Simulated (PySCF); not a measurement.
Molecule: SMILES BOB, B2H4O.

Bonds (- single, = double, # triple, : aromatic): B1-O2, O2-B3. B1 carries H4, H5; B3 carries H6, H7.

Frames of a GFN2-xTB Langevin trajectory at 300 K; GIAO PBE0/pcSseg-1 shieldings in PySCF 2.14.0 with density-fitted response routines, gas phase, non-relativistic; equivalent atoms averaged within each frame.

Chemical shifts δ = σref − σ; ¹¹B (σ = 100.07 ppm) vs BF3·OEt2; ¹⁷O (σ = 336.08 ppm) vs H2O; ¹H (σ = 31.72 ppm) vs TMS, all at this level. The references are static minima.

How do the shifts (ppm) fluctuate along the trajectory?

## Answers


```
         time (fs)  B1/B3     O2  H4/H5/H6/H7
optimised geometry   40.0  335.7         5.50
               250   42.1  355.3         5.64
               425   39.7  332.1         5.40
               625   42.5  323.6         5.66
               800   38.2  343.3         6.04
              1000   41.7  359.9         5.54
    mean of frames   40.8  342.8         5.66
standard deviation    1.8   15.2         0.24
```

5 frames give an uncertainty of the mean of about the standard deviation over 2.2 at best, since frames this close in time may not be independent; classical motion lacks zero-point vibration, and the reference would need the same averaging.
